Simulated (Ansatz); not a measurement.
# CHOSi+ (quintet): the correlation ladder, cc-pVDZ

Aim: climb from Hartree-Fock through coupled cluster for CHOSi+ (quintet) at one geometry and basis, and see what each rung misses.

Method: cc-pVDZ, core rule «outside noble gas», up to 7 orbitals frozen; program: Ansatz 0.2.0, Gaussian basis.

Plan: UHF; CCSD(T) on ROHF; CCSD(T) on UHF; BCCD(T) on ROHF; CISD as a restricted active space (open shells left free, so some higher excitations enter); CCSDT(Q) on ROHF; CCSDT(Q) on UHF.

20 further runs of the same task are left out: 10 that didn't finish, 10 set aside as unsound or not needed. Runs told in other sessions of the task aren't counted.

## Step 1: What is computed

The geometry is a PBE0/def2-TZVP stationary point (not a proven minimum) of the parent state, kept for this charge and spin.

4 atoms, charge 1, spin multiplicity 5.

Atoms are counted from 1 here; the program's logs count them from 0.

Bond lengths: C1–Si2 1.820 Å, C1–H4 1.084 Å, Si2–O3 1.530 Å. Angles: Si2–C1–H4 150.6°, C1–Si2–O3 122.3°.

## Step 2: UHF

File in.yaml:

```yaml
crystal:
  periodic: [false, false, false]
  atoms:
    - {symbol: C, position_ang: [0.000000, -0.231556, 1.642911]}
    - {symbol: Si, position_ang: [0.000000, 0.419511, -0.056146]}
    - {symbol: O, position_ang: [0.000000, -0.495400, -1.281834]}
    - {symbol: H, position_ang: [0.000000, -1.066454, 2.334393]}
basis:
  gaussian: {orbitals: cc-pVDZ}
total_charge: 1
magnetization: {spin_polarized: true, initial_magnetization: 4}
hamiltonian: {xc: hf}
output: {orbitals: {seedname: orbitals}}
```

Command:

```
> ansatz run in.yaml --threads 1 --pin off --events-out ev --progress --plain --max-ram 2393MiB
```

The runs that follow: CCSD(T) on ROHF; CCSD(T) on UHF; BCCD(T) on ROHF; CISD as a restricted active space (open shells left free, so some higher excitations enter); CCSDT(Q) on ROHF; CCSDT(Q) on UHF.

Q: Predict the results of all the runs planned. Wanted: UCCSDT(Q) from the RHF energy; RMP2 from UCCSDT(Q); UMP2 from UCCSDT(Q); RCCSD from UCCSDT(Q); RCCSD(T) from UCCSDT(Q); UCCSD(T) from UCCSDT(Q); RCCSDT(Q) from UCCSDT(Q); T1 diagnostic.

As calculated:

| quantity | value |
| --- | --- |
| UCCSDT(Q) from the ROHF energy | -8.8103 eV |
| RMP2 from UCCSDT(Q) | +28.69 kcal/mol |
| UMP2 from UCCSDT(Q) | +28.92 kcal/mol |
| RCCSD from UCCSDT(Q) | +6.36 kcal/mol |
| RCCSD(T) from UCCSDT(Q) | +1.37 kcal/mol |
| UCCSD(T) from UCCSDT(Q) | +1.35 kcal/mol |
| RCCSDT(Q) from UCCSDT(Q) | +0.10 kcal/mol |
| levels within 1 kcal/mol (43 meV) | RCCSDT, UCCSDT, RCCSDT(Q) |
| T1 diagnostic | 0.027 |

RCCSD(T) lands +1.37 kcal/mol from the yardstick (0.7 % of the correlation energy). These misses are within one basis, not against nature; the frozen cores of restricted and unrestricted runs differ, which can shift their rows.

With open shells the CI space here admits some higher excitations, so it is larger than plain CISD.
